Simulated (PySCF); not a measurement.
Computed data sheet: `C[C@H](Cl)CO`

Compound: C₃H₇ClO.
Structure used (GFN2-xTB), in Å, numbered top down from 1:
```
atom  x, y, z in Å
C1     1.5123   -0.2854   -0.0879
C2     0.1932    0.4540   -0.1893
Cl3    0.1233    1.7229    1.0897
C4    -1.0171   -0.4614   -0.0033
O5    -2.2322    0.2128   -0.1609
H6     1.5738   -1.0286   -0.8798
H7     1.5935   -0.7889    0.8728
H8     2.3463    0.4043   -0.1909
H9     0.1068    0.9909   -1.1372
H10   -1.0004   -1.2362   -0.7744
H11   -0.9579   -0.9456    0.9829
H12   -2.2404    0.9606    0.4521
```

Structural features include: alcohol and C–Cl bond.

GFN2-xTB geometry:

```
Point group of the GFN2-xTB geometry                  : C1
Rotational constants A, B, C of the GFN2-xTB geometry : 4.717, 3.328, 2.095 GHz
```

From wB97X-D/def2-SVPD ground state and vertical TDDFT (core frozen in the response) (PySCF):

```
Dipole moment                                                     : 2.03 D
HOMO energy                                                       : -10.08 eV
LUMO energy                                                       : 2.14 eV
HOMO–LUMO gap                                                     : 12.22 eV
Lowest singlet excitation                                         : 7.45 eV (166 nm, f = 0.000)
Strongest line among the 8 lowest singlet transitions             : S8 at 8.99 eV (138 nm, f = 0.088)
Lowest triplet excitation (Tamm–Dancoff)                          : 6.84 eV
Static isotropic polarisability                                   : 56.6 au
Electronic spatial extent ⟨r²⟩ about the centre of nuclear charge : 592 bohr²
```

Monoisotopic mass (most abundant isotopes): 94.0185 u.

No computed singlet falls in the visible range (750 to 380 nm, 1.65 to 3.26 eV); S1 lies 4.19 eV above its blue end. The largest Löwdin shares of the HOMO are 0.53 on O5, 0.13 on C4, 0.10 on C2 and 0.10 on Cl3. S1 lies 4.77 eV below the HOMO–LUMO gap; its leading configuration is HOMO→LUMO, weight 0.46. The 8 singlets span 7.45 to 8.99 eV, and their oscillator strengths add up to 0.23. The vertical singlet–triplet gap S1 − T1 is 0.61 eV (TDDFT singlet less Tamm–Dancoff triplet; S1: HOMO→LUMO, weight 0.46; T1: HOMO−1→LUMO, weight 0.42, beside HOMO→LUMO, weight 0.24). With B = h/(8π²I), that is 505.379 GHz u Å² over I, the principal moments of inertia are 107.1, 151.8 and 241.2 u Å² (most abundant isotopes); the inertial defect Ic − Ia − Ib is -17.7 u Å² (zero for a rigid planar frame, negative otherwise). The polarisability is 8.39 Å³ as a volume (1 au = 0.148185 Å³), or 1.13 au for each of the 50 electrons.

Isolated species at its GFN2-xTB geometry (one conformer only).

For the TDDFT job (wB97X-D/def2-SVPD), time: 20 s of wall time. Hardware: one thread, Arm Neoverse V1, shared host.
